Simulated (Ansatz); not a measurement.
**Litharge SnO: elastic constant C13 by level of theory**

No measured value is used here.

```json
[
 {"level (code)": "PBE (Ansatz)", "value (GPa)": "8.00", "cell (Å³/atom)": "18.97"},
 {"level (code)": "PBEsol (Ansatz)", "value (GPa)": "11.8", "cell (Å³/atom)": "17.19"},
 {"level (code)": "r²SCAN (Ansatz)", "value (GPa)": "…", "cell (Å³/atom)": "17.89"},
 {"level (code)": "HSE06 (Ansatz)", "value (GPa)": "9.79", "cell (Å³/atom)": "18.11"}
]
```

Task: Complete the blanks.

Result: 
- r²SCAN (Ansatz, an electronic-structure program), value (GPa): 11.6

PBE, PBEsol, r²SCAN, HSE06: the cell comes from a level without a dispersion term, which matters for the spacing of layers, chains or molecules. PBEsol: the solid has no gap at this level, which affects its response. Each level is taken at its own relaxed cell. Cutoffs and k meshes differ between the levels. Ansatz's density-functional and Hartree–Fock values are scalar-relativistic unless marked +SOC, with PAW data made under PBE.
